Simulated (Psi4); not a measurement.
# Si2H5 (SMILES [SiH2][SiH3]): U-wB97X-D/def2-TZVPPD (density fitting, sweep point 5)

What is the vertical doublet–quartet gap of Si2H5 at U-wB97X-D/def2-TZVPPD (density fitting, sweep point 5)? 

The calculation is run with Psi4 1.11.

## 1. Starting point

The species is Si2H5 (7 atoms), meant as a doublet with charge 0. SMILES: `[SiH2][SiH3]`. The coordinates come from a PBE0-D4/def2-TZVP relaxation.

Bond lengths: Si1–Si2 2.324 Å, Si1–H3 1.489 Å, Si1–H4 1.488 Å, Si2–H5 1.487 Å, Si2–H6 1.490 Å, Si2–H7 1.487 Å. Angles: Si1–Si2–H5 109.0°, Si1–Si2–H6 112.7°, Si1–Si2–H7 109.0°, Si2–Si1–H3 114.5°, Si2–Si1–H4 114.5°, H5–Si2–H6 108.5°, H5–Si2–H7 109.1°, H6–Si2–H7 108.5°, H3–Si1–H4 109.9°.

## 2. The energy at U-wB97X-D/def2-TZVPPD (density fitting, sweep point 5)

Input file h5si2.dat:

```
memory 1600 MB

molecule {
  0 2
  Si    -0.209600    -1.361200    -0.191100
  Si     0.357900     0.889200    -0.062000
  H     -0.002600    -2.123900     1.070300
  H     -1.573600    -1.624600    -0.725600
  H      0.210000     1.502800    -1.408000
  H     -0.495800     1.643100     0.898600
  H      1.774900     1.006800     0.372200
  units angstrom
  symmetry c1
}

set {
  reference            uks
  puream               true
  scf_type             df
  dft_radial_points    99
  dft_spherical_points 590
  maxiter              150
}

e_tot = energy('wb97x-d/def2-TZVPPD')
```

Launch:

```
$ psi4 h5si2.dat h5si2.out -n 1
```

h5si2.out:

```text
[...]
  Running in c1 symmetry.
[...]
  Nuclear repulsion =   82.797384022765954
[...]
  Multiplicity = 2
[...]
  Nalpha       = 17
  Nbeta        = 16
[...]
    Number of basis functions: 181
[...]
   @DF-UKS iter   1:  -581.90194519566774   -5.78938e-01   1.96816e-03 DIIS/ADIIS
[...]
   @DF-UKS iter   8:  -581.94151773713008   -9.34302e-08   3.01252e-07 DIIS
[...]
   @S^2 Observed:                7.533135564E-01
[...]
    Orbital Energies [Eh]
    ---------------------
    Alpha Occupied:
       1A    -66.268726     2A    -66.262819     3A     -5.396062
       4A     -5.391125     5A     -3.744214     6A     -3.738207
       7A     -3.738100     8A     -3.735039     9A     -3.734535
      10A     -3.734455    11A     -0.665776    12A     -0.593886
      13A     -0.453024    14A     -0.441524    15A     -0.425914
      16A     -0.389790    17A     -0.290434
    Alpha Virtual:
      18A      0.055209    19A      0.061896    20A      0.066977
      21A      0.085161    22A      0.093151    23A      0.095361
      24A      0.117571    25A      0.123333    26A      0.137542
[...]
  @DF-UKS Final Energy:  -581.94151773713008
   => Energetics <=
    Nuclear Repulsion Energy =             82.7973840227659537
    One-Electron Energy =                -970.2751290848440249
    Two-Electron Energy =                 336.9734169035795617
    DFT Exchange-Correlation Energy =     -31.4352898975175172
    Empirical Dispersion Energy =          -0.0018996811141484
    VV10 Nonlocal Energy =                  0.0000000000000000
    Total Energy =                       -581.9415177371301979
[...]
 Multipole Moments:
 ------------------------------------------------------------------------------------
     Multipole            Electronic (a.u.)      Nuclear  (a.u.)        Total (a.u.)
 ------------------------------------------------------------------------------------
 L = 1.  Multiply by 2.5417464519 to convert [e a0] to [Debye]
 Dipole X            :          0.3872125           -0.3934292           -0.0062167
 Dipole Y            :         -1.3369199            1.3612984            0.0243785
 Dipole Z            :         -0.7096752            0.7220243            0.0123492
 Magnitude           :                                                    0.0280261
[...]
```

Wall time 26 s (1 thread of AMD EPYC 9R45 (Zen 5), shared host); peak memory 1.3 GiB.

## 3. The quartet, same level

Input file calc.inp:

```
memory 1600 mb

molecule {
  0 4
  Si    -0.209600    -1.361200    -0.191100
  Si     0.357900     0.889200    -0.062000
  H     -0.002600    -2.123900     1.070300
  H     -1.573600    -1.624600    -0.725600
  H      0.210000     1.502800    -1.408000
  H     -0.495800     1.643100     0.898600
  H      1.774900     1.006800     0.372200
  units angstrom
  symmetry c1
}

set basis def2-TZVPPD
set reference uks
set puream true
set scf_type df
set dft_radial_points 99
set dft_spherical_points 590
set maxiter 150

energy("wb97x-d")
```

Launch:

```
$ psi4 -n 1 calc.inp calc.out
```

calc.out:

```text
[...]
  Running in c1 symmetry.
[...]
  Nuclear repulsion =   82.797384022765954
[...]
  Multiplicity = 4
[...]
  Nalpha       = 18
  Nbeta        = 15
[...]
    Number of basis functions: 181
[...]
   @DF-UKS iter   1:  -581.66458365049243   -3.41576e-01   1.81622e-03 DIIS/ADIIS
[...]
   @DF-UKS iter  10:  -581.70349903713634   -9.45939e-08   2.96370e-07 DIIS
[...]
   @S^2 Observed:                3.755008349E+00
[...]
    Orbital Energies [Eh]
    ---------------------
    Alpha Occupied:
       1A    -66.310120     2A    -66.299832     3A     -5.432125
       4A     -5.422748     5A     -3.780666     6A     -3.778913
       7A     -3.772377     8A     -3.771933     9A     -3.765124
      10A     -3.763908    11A     -0.704328    12A     -0.614868
      13A     -0.476099    14A     -0.457812    15A     -0.445817
      16A     -0.443634    17A     -0.312099    18A     -0.146642
    Alpha Virtual:
      19A      0.042783    20A      0.057326    21A      0.068097
      22A      0.083621    23A      0.088931    24A      0.107420
      25A      0.111591    26A      0.135187    27A      0.137724
[...]
  @DF-UKS Final Energy:  -581.70349903713634
   => Energetics <=
    Nuclear Repulsion Energy =             82.7973840227659537
    One-Electron Energy =                -969.1968422523829076
    Two-Electron Energy =                 336.1112904769574357
    DFT Exchange-Correlation Energy =     -31.4134316033625858
    Empirical Dispersion Energy =          -0.0018996811141484
    VV10 Nonlocal Energy =                  0.0000000000000000
    Total Energy =                       -581.7034990371363392
[...]
 Multipole Moments:
 ------------------------------------------------------------------------------------
     Multipole            Electronic (a.u.)      Nuclear  (a.u.)        Total (a.u.)
 ------------------------------------------------------------------------------------
 L = 1.  Multiply by 2.5417464519 to convert [e a0] to [Debye]
 Dipole X            :          0.3597104           -0.3934292           -0.0337188
 Dipole Y            :         -1.4028384            1.3612984           -0.0415400
 Dipole Z            :         -0.7052201            0.7220243            0.0168043
 Magnitude           :                                                    0.0560795
[...]
```

It took 32 s on 1 thread of AMD EPYC 9R45 (Zen 5), shared host; peak memory 1.3 GiB.

## 4. Outcome

At U-wB97X-D/def2-TZVPPD (density fitting, sweep point 5):

```
                                        quantity          value
                           doublet: total energy  -581.94152 Eh
                          doublet: dipole moment         0.07 D
     doublet: HOMO energy (highest over α and β)       -7.90 eV
      doublet: LUMO energy (lowest over α and β)       -1.37 eV
                      doublet: dispersion energy   -4.99 kJ/mol
                                   doublet: ⟨S²⟩          0.753
                           quartet: total energy  -581.70350 Eh
                          quartet: dipole moment         0.14 D
     quartet: HOMO energy (highest over α and β)       -3.99 eV
                      quartet: dispersion energy   -4.99 kJ/mol
                                   quartet: ⟨S²⟩          3.755
vertical energy of the quartet above the doublet       6.477 eV
```

In words: At this shape the quartet lies 6.48 eV (625 kJ/mol) above the doublet.
